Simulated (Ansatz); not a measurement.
What does this script print? It uses the Python package of Ansatz (0.2.0).

The script, `torsion_c4h6o.py`:
```python
import warnings

import ansatz as az
from ase import Atoms

BASIS = "cc-pVDZ"
FUNCTIONAL = "hf"
FORCE_TOL = 0.02

warnings.simplefilter("ignore", az.DeckWarning)

atoms = Atoms(["C", "O", "C", "C", "C", "H", "H", "H", "H", "H", "H"], positions=[
    [-1.6329, -0.2164, -0.7505],
    [-0.331, 0.0349, -1.1474],
    [0.4513, 0.0694, -0.1313],
    [0.7559, 0.0077, 1.1623],
    [1.8331, 0.2089, 0.2754],
    [-2.2935, -0.1684, -1.6706],
    [-2.0118, 0.6449, -0.1178],
    [-1.7633, -1.119, -0.2631],
    [0.3275, -0.1086, 2.1979],
    [2.4932, -0.6216, 0.1647],
    [2.2368, 1.211, 0.3011],
])

first = az.Crystal.molecule_from_ase(atoms).calculation()
first = first.basis(gaussian=BASIS).functional(FUNCTIONAL)
first = first.relax(force_tolerance=FORCE_TOL, max_steps=80)
atoms.positions = first.run().report["positions_ang"]

start = atoms.get_dihedral(2, 1, 0, 5)
energies = {}
for turn in range(0, 121, 15):
    turned = atoms.copy()
    turned.set_dihedral(2, 1, 0, 5, start + turn, indices=[0, 5, 6, 7])
    calc = az.Crystal.molecule_from_ase(turned).calculation()
    calc = calc.basis(gaussian=BASIS)
    calc = calc.functional(FUNCTIONAL)
    energies[round((start + turn) % 360)] = calc.run().report["free_energy_ev"]
floor = min(energies.values())
print("dihedral C2-O1-C0-H5 (deg)   E - E(min) (kcal/mol)")
for angle, e in sorted(energies.items()):
    print(f"{angle:8d} {23.060548 * (e - floor):14.3f}  " + "#" * int(30 * (e - floor) / max(max(energies.values()) - floor, 1e-9)))
```

```console
$ python torsion_c4h6o.py
dihedral C2-O1-C0-H5 (deg)   E - E(min) (kcal/mol)
     180          0.000
     195          0.245  ###
     210          0.889  #############
     225          1.624  #######################
     240          2.045  ##############################
     255          1.930  ############################
     270          1.425  ####################
     285          0.906  #############
     300          0.699  ##########
```

The scan is rigid and the energies are electronic, in a modest basis. With rigid groups the curve can differ much from the relaxed path, the start wasn't checked as a minimum of this torsion, and equivalent turns needn't return to the same energy. Finished in 25 s on 1 thread of Arm Neoverse V1 (shared host), peak memory 0.25 GiB.
